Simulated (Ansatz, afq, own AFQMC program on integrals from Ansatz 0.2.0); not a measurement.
## RuH, sextet: AFQMC among the cluster methods

```xyz
2

Ru    0.0000    0.0000    0.0000
H     0.0000    0.0000    1.4260
```

Basis def2-TZVP with its core potentials. Noble-gas cores (and the filled d shells of Ga–Kr and In–Xe) are frozen. AFQMC by an in-house program on the Cholesky factors that Ansatz 0.2.0 writes for its CCSD(T) run. ph-AFQMC/CISD is guided by a CISD state made of CCSD amplitudes; releasing the constraint for a short imaginary time cuts its bias at the price of noise, slowly where states lie close. Free AFQMC starts from the CCSD state and is never constrained. Its projection time is finite, and what remains of the start isn't in its error. ± is one standard error of the sampling. No spin–orbit coupling. The metal's outer-core s and p shells are frozen, which shifts wave-function levels against functionals.

Determinant: UHF, the one that the program's search chose, which needn't be the lowest solution. The geometry is a point of a scan.

No full CI on the walks' own integrals is used here; CCSDT(Q) serves as the reference and is uncertain by about the last step of the cluster series.

Cautions: no spin-orbit coupling; outer-core shells of the metal frozen; lower spins were not checked; higher spins were not checked.

- T1 diagnostic: 0.0195
- weight of the determinant in the CISD state: 0.933
- ⟨S²⟩ of the determinant: 8.759
- size of the correlated space: 9 electrons in 42 orbitals

```tsv
level	correlation energy (eV)
MP2	-4.0308
CCSD	-4.3665
CCSD(T)	-4.4526
```

Question: Estimate where free-projection AFQMC lies against CCSD(T) on the same integrals.

Answer: 19.6 ± 9.5 meV below CCSD(T).

Reference: CCSDT(Q), correlation energy -4.475 eV. The released energy is read at 2.00 1/Eh, later times being too noisy (meV from the phaseless value at times in 1/Eh: -12 ± 7 at 0.60, -18 ± 7 at 1.20, 1 ± 9 at 2.00, -18 ± 14 at 3.00, -1 ± 23 at 4.20).

```json
{"level": "CCSD(T)", "E − E(reference) (meV)": "22.5", "share of correlation (%)": "99.50"}
{"level": "CCSDT", "E − E(reference) (meV)": "5.2", "share of correlation (%)": "99.88"}
{"level": "ph-AFQMC/HF", "E − E(reference) (meV)": "64.8 ± 30.4", "share of correlation (%)": "98.55"}
{"level": "ph-AFQMC/CISD", "E − E(reference) (meV)": "16.8 ± 5.7", "share of correlation (%)": "99.62"}
{"level": "released AFQMC", "E − E(reference) (meV)": "17.6 ± 9.0", "share of correlation (%)": "99.61"}
{"level": "free AFQMC", "E − E(reference) (meV)": "2.9 ± 9.5", "share of correlation (%)": "99.94"}
```

Free projections are given only where their last times agree within the noise and don't stop above the reference; a slow remainder of the start can still hide under it. A walk keeps the symmetry of its determinant, which the program's search chose and which needn't be the lowest solution, so a lower state of the same spin and another symmetry isn't excluded. Released energies are given only where the last usable release times agree within the noise; a slower fall can still hide under it.
